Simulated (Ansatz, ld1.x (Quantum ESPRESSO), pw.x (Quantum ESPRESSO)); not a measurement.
# Mn (Z = 25): does the PAW potential hold in the solid?

manganese, PAW, made with ld1.x (Quantum ESPRESSO) 7.5 (LDA (PW92), scalar-relativistic). Core [Ne], reference 3s2 3p6 3d5 4s2 4p0. Waves: 3s (bound): rcut 1.20, rcutus 1.45 bohr; 4s (bound): rcut 1.20, rcutus 1.45 bohr; 3p (bound): rcut 1.50, rcutus 1.95 bohr; 4p (bound, empty): rcut 1.50, rcutus 1.95 bohr; 3d (bound): rcut 1.40, rcutus 1.70 bohr; 3d channel at 0.4 Ry: rcut 1.40, rcutus 1.70 bohr. Local part: all-electron potential smoothed inside 1.75 bohr (lloc = -1). Core correction: Bessel-smoothed model core inside 1.05 bohr. Augmentation charge: PSQ, radius 1.30 bohr.

Crystal test: diamond Mn in pw.x 7.5, no spin, 10³ k-points, Fermi–Dirac smearing 0.01 Ry, cutoffs 75/600 Ry. The reference is all-electron LAPW (Ansatz 0.2.0) with the same functional, mesh and smearing; V0 and B0 come from Birch–Murnaghan fits to the pressures at five volumes. Errors are pseudo minus all-electron; Δ is the rms difference of the E(V) curves that follow from these fits, minima aligned, over ±6 % about the mean V0. Mesh and smearing are coarse, so the numbers serve the comparison and aren't converged zero-temperature values; the lattice is a test structure that the element need not adopt. Spin polarisation and strong correlation are left out, which matters for this element.

All-electron: a0 = 4.831 Å (V0 = 14.09 Å³/atom), B0 = 172.4 GPa.

Task: How far does the potential miss the all-electron equation of state?

Result: mean pressure error (GPa): +1.08; a0 (Å): 4.841; a0 error (%): +0.20; B0 error (%): +0.8; Δ (meV/atom): 3.3.

```
V (Å³/atom)  P all-electron (GPa)  P pseudo (GPa)
     13.382                  9.94           11.34
     13.734                  4.70            5.91
     14.086                  0.09            1.14
     14.438                 -3.97           -3.04
     14.790                 -7.53           -6.72
```

Task: At the middle volume, how do free energy and pressure move when the wave cutoff is lowered (ecutrho held at 600 Ry)?

Result:

```
cutoff (Ry)  shift of F (meV/atom)  shift of P (GPa)
         34                 +240.8             -9.80
         45                  +66.7             -1.79
         60                   +5.8             -0.27
```

The run at the middle volume (47 k-points, 8 iterations) took about 30 s on one core of a shared host (Neoverse-V2, 32 threads, 247 GiB, load 16).
